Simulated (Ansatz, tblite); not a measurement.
# The cluster Ga2P2−: one state, many levels

An exercise on one series of results from a longer session: the logs are not shown, and one member is left open.

Computed with Ansatz 0.2.0, Gaussian basis. Level: as each input shows.

The runs, in order: GFN1-xTB, GFN2-xTB, PBE-D4/def2-TZVPD, r2SCAN-D4/def2-TZVPD, B3LYP-D4/def2-TZVPD, PBE-QIDH/def2-TZVPD, LC-ωPBE(0.10)/def2-SVPD, LC-ωPBE(0.15)/def2-SVPD, LC-ωPBE(0.20)/def2-SVPD, LC-ωPBE(0.30)/def2-SVPD, PBE-D4/def2-SVPD, PBE0-D4/def2-SVPD, HF/STO-3G, HF/6-31G, B3LYP-D4/6-31G, CCSD(T)/def2-SVPD, MP2/def2-TZVPD, RPA/def2-TZVPD.

2 further runs of the same task are left out: 2 set aside as unsound or not needed. Runs told in other sessions of the task aren't counted.

## The relaxed structure

The doublet was relaxed beforehand with r2SCAN-D4/def2-SVPD. At that level it is the lowest of the isomers that a small search found.

4 atoms, charge -1, spin multiplicity 2.

Bond lengths: Ga1–P3 2.316 Å, Ga1–P4 2.317 Å, Ga2–P3 2.316 Å, Ga2–P4 2.316 Å. Angles: P3–Ga1–P4 106.8°, P3–Ga2–P4 106.8°, Ga1–P3–Ga2 73.2°, Ga1–P4–Ga2 73.2°.

Coordinates:

```xyz
4
Ga2P2
Ga   -0.00162    1.38152    0.01167
Ga    0.00164   -1.38147   -0.01133
P    -1.85937   -0.00214    0.00389
P     1.85936    0.00208   -0.00421
```

The ion is computed in the gas phase, without counter-ions or solvent.

PBE0-D4/def2-TZVPD was run before; its log isn't repeated, and its numbers join the tables.

Set-up of the first run:

Tight binding, by tblite at 300 K electronic temperature and without a spin-polarisation term:

```python
tblite.interface.Calculator('GFN1-xTB', numbers, positions, charge=-1, uhf=1).singlepoint()
```

Tight binding, by tblite at 300 K electronic temperature and without a spin-polarisation term:

```python
tblite.interface.Calculator('GFN2-xTB', numbers, positions, charge=-1, uhf=1).singlepoint()
```

start.molden holds the orbitals of an earlier run on this state, given as this run's starting guess.

The input, in.yaml:

```yaml
crystal:
  periodic: [false, false, false]
  atoms:
    - {symbol: Ga, position_ang: [-0.001622, 1.381519, 0.011665]}
    - {symbol: Ga, position_ang: [0.001641, -1.381470, -0.011335]}
    - {symbol: P, position_ang: [-1.859366, -0.002138, 0.003893]}
    - {symbol: P, position_ang: [1.859357, 0.002079, -0.004212]}
basis:
  gaussian: {orbitals: def2-TZVPD, initial_orbitals: start.molden}
total_charge: -1
magnetization: {spin_polarized: true, initial_magnetization: 1}
hamiltonian: {xc: pbe, dispersion: d4}
scf: {omitted_lower_state_checks: [starts]}
output: {orbitals: {seedname: orbitals}}
```

The run is started by

```console
$ ansatz run in.yaml --threads 4 --pin off --events-out ev --progress --plain --max-ram 4787MiB
```

Among the steps run: PBE-D4/def2-TZVPD; r2SCAN-D4/def2-TZVPD; B3LYP-D4/def2-TZVPD; PBE-QIDH/def2-TZVPD; LC-ωPBE(0.10)/def2-SVPD; LC-ωPBE(0.15)/def2-SVPD; LC-ωPBE(0.20)/def2-SVPD; LC-ωPBE(0.30)/def2-SVPD; PBE-D4/def2-SVPD; PBE0-D4/def2-SVPD; HF/STO-3G; HF/6-31G; B3LYP-D4/6-31G; CCSD(T)/def2-SVPD; MP2/def2-TZVPD; RPA/def2-TZVPD.

One of the session's tables, all rows but one given; the rest of the session is left out.

```
                  level  LUMO (eV)  gap (eV)
              HF/STO-3G       8.98      7.53
               HF/6-31G       3.18      5.43
       PBE-D4/def2-SVPD       0.00      0.43
      PBE-D4/def2-TZVPD      -0.04      0.42
   r2SCAN-D4/def2-TZVPD       0.09      0.72
         B3LYP-D4/6-31G          ?         ?
    B3LYP-D4/def2-TZVPD       0.49      1.49
      PBE0-D4/def2-SVPD       0.70      1.79
     PBE0-D4/def2-TZVPD       0.66      1.77
LC-ωPBE(0.10)/def2-SVPD       1.35      3.10
LC-ωPBE(0.15)/def2-SVPD       1.77      3.93
LC-ωPBE(0.20)/def2-SVPD       2.06      4.50
LC-ωPBE(0.30)/def2-SVPD       2.44      5.28
```

Estimate the missing values for B3LYP-D4/6-31G.

As computed: LUMO (eV): 0.55; gap (eV): 1.47. In the column «LUMO (eV)» it lies between B3LYP-D4/def2-TZVPD (0.49) and PBE0-D4/def2-TZVPD (0.66).

Limits of these values: Doubts: large T1 diagnostic, spin contamination. Notes on CCSD(T)/def2-SVPD: large T1 diagnostic, spin contamination. The anion's highest level is positive in at least one run, so there the basis alone may hold the extra electron.
